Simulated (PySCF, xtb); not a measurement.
isobutane (C4H10), SMILES C(C)(C)C.

GFN2-xTB run with xtb 6.7.1 at its own geometry gives an orbital gap of 14.15 eV and a dipole moment of 0.04 D.

Geometry: r2SCAN-D4/def2-SVP.

Task: What does PySCF with ωB97X/def2-TZVP give? (Estimate from the structure and the level; the computed values follow.)

Result: gap 14.48 eV (levels -11.43 and 3.06 eV), dipole 0.14 D.
